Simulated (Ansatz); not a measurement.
# SiH4O (triplet): from Hartree-Fock to the top rungs at distance Si1–H5 along a hydrogen transfer = 1.580 Å, cc-pVDZ

An exercise on one series of results from a longer session: the logs are not shown, and one member is left open.

Computed with Ansatz 0.2.0, Gaussian basis. Level: cc-pVDZ, core rule «outside noble gas», up to 6 orbitals frozen.

The runs, in order: UHF; CCSD(T) on ROHF; CCSD(T) on UHF; BCCD(T) on ROHF; CISD; CCSDT(Q) on ROHF; CCSDT(Q) on UHF; CASSCF and MRCISD+Q, 4 electrons in 4 orbitals; CASSCF and NEVPT2, 4 electrons in 4 orbitals.

10 further runs of the same task are left out: 10 that didn't finish.

**What is computed**

The geometry derives from fragments relaxed apart (PBE0/def2-TZVP) and kept rigid, so it is no stationary point. A hydrogen atom is moved between rigid fragments.

6 atoms, charge 0, spin multiplicity 3.

Atoms are counted from 1 here; the program's logs count them from 0.

Bond lengths: Si1–H2 1.485 Å, Si1–H3 1.485 Å, Si1–H4 1.485 Å, Si1–H5 1.580 Å. Angles: H2–Si1–H3 109.5°, H2–Si1–H4 109.5°, H2–Si1–H5 109.5°, H3–Si1–H4 109.5°, H3–Si1–H5 109.5°, H4–Si1–H5 109.5°.

Set-up of the first run:

Contents of in.yaml:

```yaml
crystal:
  periodic: [false, false, false]
  atoms:
    - {symbol: Si, position_ang: [-1.045755, 0.000000, 0.000000]}
    - {symbol: H, position_ang: [-1.540627, 1.399708, 0.000000]}
    - {symbol: H, position_ang: [-1.540627, -0.699854, 1.212183]}
    - {symbol: H, position_ang: [-1.540627, -0.699854, -1.212183]}
    - {symbol: H, position_ang: [0.534245, 0.000000, 0.000000]}
    - {symbol: O, position_ang: [2.093245, 0.000000, 0.000000]}
basis:
  gaussian: {orbitals: cc-pVDZ}
magnetization: {spin_polarized: true, initial_magnetization: 2}
hamiltonian: {xc: hf}
output: {orbitals: {seedname: orbitals}}
```

Launch:

```bash
ansatz run in.yaml --threads 1 --pin off --events-out ev --progress --plain --max-ram 2393MiB
```

Steps of the session up to this table: UHF; CCSD(T) on ROHF; CCSD(T) on UHF; BCCD(T) on ROHF; CISD; CCSDT(Q) on ROHF; CCSDT(Q) on UHF; CASSCF and MRCISD+Q, 4 electrons in 4 orbitals; CASSCF and NEVPT2, 4 electrons in 4 orbitals.

One of the session's tables, all rows but one given; the rest of the session is left out.

It belongs to the step «Misses and costs». 

```
       method  from UCCSDT(Q) (meV)
         ROHF               +7821.2
          UHF               +7630.5
         RMP2               +1449.7
         UMP2               +1430.4
         CISD                +775.1
        RCCSD                +149.2
        UCCSD                +145.9
     RCCSD(T)                 +31.8
     UCCSD(T)                 +30.5
      BCCD(T)                 +32.1
       RCCSDT                  +7.1
       UCCSDT                  +5.8
    RCCSDT(Q)                  +1.4
    UCCSDT(Q)                     0
  CASSCF pair               +7368.9
  NEVPT2 pair                     ?
  MRCISD pair                +698.9
MRCISD+Q pair                 +86.9
```

Estimate the missing values for NEVPT2 pair.

**Answer.** from UCCSDT(Q) (meV): +1391.4. In the column «from UCCSDT(Q) (meV)» it lies between CISD (+775.1) and UMP2 (+1430.4).

Caveats from the session: Restricted and unrestricted rows rest on different reference determinants; where their highest levels disagree by more than a few hundredths of an eV, they describe different states and don't form one ladder.
